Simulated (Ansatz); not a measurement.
**Does SrTiO3 in Pm-3m form from SrO and TiO2?**

Plane-wave DFT in Ansatz with scalar-relativistic PAW potentials, cutoff 420 eV, Γ-centred meshes chosen by cell and gap, Gaussian smearing with energies taken to zero width. Every cell was relaxed (cell and atoms) in a run of its own, within the symmetry of its start. Functional: LDA.

The ternary relaxed to Pm-3m, 5 atoms in the computed cell, a = 3.854 Å; sites (symmetry × multiplicity) Sr m-3m × 1, Ti m-3m × 1, O 4/mm.m × 3.

Total energies hold large constants for each element; a whole number of eV per atom of each element is taken off below, which cancels in a balanced reaction.

| compound | lowest structure computed | structures tried | V (Å³/atom) | gap on mesh (eV) | E (eV per formula unit, common shift removed) |
| --- | --- | --- | --- | --- | --- |
| SrTiO3 | Pm-3m | 2 | 11.45 | 1.85 | -19.4252 |
| SrO | Fm-3m | 2 | 16.24 | 3.12 | -6.8289 |
| TiO2 | I4_1/amd | 7 | 11.02 | 2.10 | -11.2330 |

Question: Balance the reaction and work out its energy at 0 K.

Answer: The balance is SrO + TiO2 → SrTiO3. ΔE = -1.363 eV per formula unit, -273 meV/atom, and the volume changes by -12.6 %. The ternary lies below these binaries, so it can form from them; whether it is stable also hangs on other ternaries and on other oxidation states, which this balance leaves out. Against the elements it is bound by 3.55 eV/atom, 13 times the size of this reaction energy: most of the binding is already in the binaries, and stability is decided by the small rest. A lower form of a binary that wasn't tried would raise the value, and a lower form of the ternary would lower it.